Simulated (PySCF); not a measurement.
Boron: a sound run and one with changed settings

Sound run: B [He] 2s2 2p1, B+ [He] 2s2. All numbers are calculated (PySCF 2.14, the spin-free X2C one-electron Hamiltonian (Gaussian nucleus), in aug-cc-pVDZ-DK). In the sound run the correlated levels freeze 1s2. The sound run starts from symmetry-adapted Hartree-Fock orbitals and uses a fine grid where one is needed.

Changed run: all electrons correlated in a basis built for the valence shell.

```tsv
species	method	sound run (hartree)	changed run (hartree)	converged
B	MP2	-24.57437	-24.57546	yes
B	CCSD(T)	-24.59783	-24.59874	yes
B+	MP2	-24.27450	-24.27560	yes
B+	CCSD(T)	-24.30050	-24.30130	yes
```

Ionisation energy of B:

```tsv
method	sound run (eV)	changed run (eV)
UHF	8.040	8.040
MP2	8.160	8.160
SCS-MP2	8.124	8.122
CCSD	8.066	8.069
CCSD(T)	8.091	8.094
```

A valence basis has no tight correlating functions, so it recovers only part of the core correlation, and not evenly between atom and ion.

For comparison, NIST gives 8.298 eV between the lowest levels.
